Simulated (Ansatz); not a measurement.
**How far each method lies from UCCSDT(Q) for Si–AsH2, doublet**

Geometry: displaced at random from a stationary point.

```xyz
4

Si    0.1597   -0.0050    1.7052
As   -0.0859    0.0034   -0.6130
H     0.9271    1.1070   -0.9840
H     1.0102   -1.2204   -0.9658
```

Basis cc-pVDZ; Ansatz 0.2.0. Correlated methods freeze the noble-gas cores and the filled d shells of p-block atoms, which leaves 11 electrons in 36 orbitals. Prefix R: restricted or restricted open-shell reference; prefix U: unrestricted. Active spaces: valence = (11e, 10o) chosen from the atoms' valence shells. No spin–orbit coupling is included, and no scalar relativity.

Full CI isn't at hand for all of this; UCCSDT(Q) serves as the reference, and is uncertain by the last step of the cluster series or more. The frozen core follows each run's orbitals, which can shift R against U totals by a few meV for light atoms and by up to 0.1 eV past Ca.

The UHF ⟨S²⟩ is 0.839 and the T1 diagnostic (RCCSD) is 0.0243. The largest doubles amplitude (RCCSD) is 0.062. The T1 diagnostic (UCCSD) is 0.0370.

```
   level  E − E(UHF) (eV)
    UMP2          -4.6834
   UCCSD          -5.8050
UCCSD(T)          -5.9995
```

Question: Estimate how far UCCSDT(Q) in cc-pVDZ lies from UCCSD(T). The table doesn't fix it; the size of (T) and the diagnostics are the guide.

Answer: UCCSDT(Q) in cc-pVDZ lies 1.84 mEh below UCCSD(T), which is 26 % of the (T) step (-7.15 mEh). T1 is raised, and the rest is a large part of (T). The miss exceeds 1 kcal/mol.

The other levels:

```
 level  E − E(UCCSDT(Q)) (mEh)  wall time
UCCSDT                    0.48          –
```

Run but not shown, since their state, orbitals or frozen core can't be matched to the reference's or they repeat it: RHF, RMP2, CISD, RCCSD, RCCSD(T), BCCD(T), RCCSDT, RCCSDT(Q), CASSCF (valence space), NEVPT2 (valence space), MRCISD (valence space), MRCISD+Q (valence space).

Natural occupations of CASSCF (valence space) about the gap: 1.971 1.968 1.955 1.932 1.001 0.071 0.045 0.036 0.028; effectively unpaired electrons, Σ n²(2−n)², 1.07.
